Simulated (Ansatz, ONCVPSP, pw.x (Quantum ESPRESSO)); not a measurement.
beryllium (Be): one change to the ONCV potential, in the atom and in the bcc crystal

| Item | Value |
| --- | --- |
| Element | Be |
| Generator | ONCVPSP 4.0.1.1 (patched build) |
| Type | optimised norm-conserving Vanderbilt (ONCV) |
| Functional | PBEsol |
| Relativity | scalar-relativistic |
| Frozen core | [He] |
| Valence charge | 2 |
| Reference configuration | 2s0.5 (charge +1.5) |
| Partial waves | 2s: rc 2.05 bohr, ncon 3, nbas 7, qcut 2.7 1/bohr, 2 projectors, debl 1.3 Ha; p scattering state at 0.27 Ha: rc 2.00 bohr, ncon 3, nbas 7, qcut 4.9 1/bohr, 2 projectors, debl 2.6 Ha; d scattering state at 0.1 Ha: rc 1.85 bohr, ncon 4, nbas 8, qcut 4.4 1/bohr, 3 projectors, debl 1.6 Ha |
| Local potential | polynomial inside 1.85 bohr (lpopt 5, dvloc0 2 Ha) |
| Core correction | Teter function, fcfact 4.25, rcfact 1.6 |

In the p channel the program set the typed energies aside and used 0.050, 2.650 Ha.

Change: s: rc 2.88.

Cutoffs, loose and tight: the cutoffs (Ha) at which the residual kinetic energy of the hardest occupied pseudo-wave falls to 1 and 0.1 mHa per electron. They do not see the model core or the augmentation charge, which bear on the density cutoff. Test errors are all-electron minus pseudo excitation energies from the reference, over the configurations 2s2; 2s1; 2s1.5; 2s0 2p2; variants that change the core or the reference have their own tests.

Crystal test: bcc Be in pw.x 7.5, no spin, 18³ k-points, Fermi–Dirac smearing 0.01 Ry, cutoffs set for each file from its atomic test. The reference is all-electron LAPW (Ansatz 0.2.0) with the same functional, mesh and smearing; V0 and B0 come from Birch–Murnaghan fits to the pressures at five volumes. Errors are pseudo minus all-electron; Δ is the rms difference of the E(V) curves that follow from these fits, minima aligned, over ±6 % about the mean V0. Mesh and smearing are coarse, so the numbers serve the comparison and aren't converged zero-temperature values; the lattice is a test structure that the element need not adopt.

All-electron: a0 = 2.493 Å (V0 = 7.75 Å³/atom), B0 = 123.4 GPa.

Q: Does the change bring the crystal closer to the all-electron result?

A: The mean pressure error goes from +1.99 to +2.44 GPa, so the change moves the solid further from the all-electron pressures.

```tsv
quantity	base	changed
outcome (atom)	generated, projector energies reset by the program	generated, projector energies reset by the program
cutoff, loose (atom)	6.2 Ha	1.6 Ha
cutoff, tight (atom)	31 Ha	3.6 Ha
bound ghosts (atom)	none	none
largest test error (meV) (atom)	-44	-109
cutoffs in pw.x (Ry)	75/300	50/200
a0 (Å)	2.506	2.508
a0 error (%)	+0.52	+0.62
B0 error (%)	+0.5	+2.8
Δ (meV/atom)	3.3	4.0
mean pressure error (GPa)	+1.99	+2.44
```

Base: This is a poor potential for the solid. Changed file: The largest radius (2.88 bohr) exceeds half the bond length (2.04 bohr), so the spheres overlap, which is one possible source of error among others. This is a poor potential for the solid. The cutoffs count occupied waves only; projector 2 of the p channel, the hardest unoccupied one, needs 15 Ha at the loose tolerance.
